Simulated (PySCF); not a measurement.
**CS, CCSD(T): how much the basis matters**

PySCF, RHF reference; singlet, unpaired electrons none; De to C + S without counterpoise correction. Frozen cores follow the default of each basis and core potential.

| basis | relativity | functions | Re (Å) | ωe (cm⁻¹) | De (eV) | frozen orbitals |
| --- | --- | --- | --- | --- | --- | --- |
| STO-3G | no relativity | 14 | 1.574 | 1334 | n/a | 6 |
| cc-pVDZ/cc-pV(D+d)Z | no relativity | 37 | 1.560 | 1271 | 6.75 | 6 |
| def2-SVPD | no relativity | 47 | 1.554 | 1274 | 6.83 | 6 |
| x2c-TZVPPall | spin-free X2C | 73 | 1.543 | 1278 | 7.12 | 6 |

(1) How does each smaller set differ from the one with most functions, x2c-TZVPPall?

Measured (Huber and Herzberg, Constants of Diatomic Molecules (1979)): Re = 1.534941 Å, ωe = 1285.08 cm⁻¹. Correlated steps freeze 6 core orbitals. Correlated levels converge slowly with the basis: in double zeta they bind strong bonds too weakly, by up to about 1 eV, and carry superposition errors of some tenths. Where the molecule has an RHF reference, its open-shell atoms are computed with UHF. The CCSD T1 diagnostic is raised in CS, a sign that a single reference may not be enough there. STO-3G is very small, so such numbers show the basis as much as the molecule.

## Answers

(1) STO-3G: +3.1 pm, +4.4 % in ωe; cc-pVDZ/cc-pV(D+d)Z: +1.7 pm, -0.5 % in ωe, -0.37 eV in De; def2-SVPD: +1.1 pm, -0.3 % in ωe, -0.29 eV in De. All at CCSD(T); the set with most functions is neither the basis-set limit nor always the best. The rows treat relativity differently, so the differences are not basis effects alone.
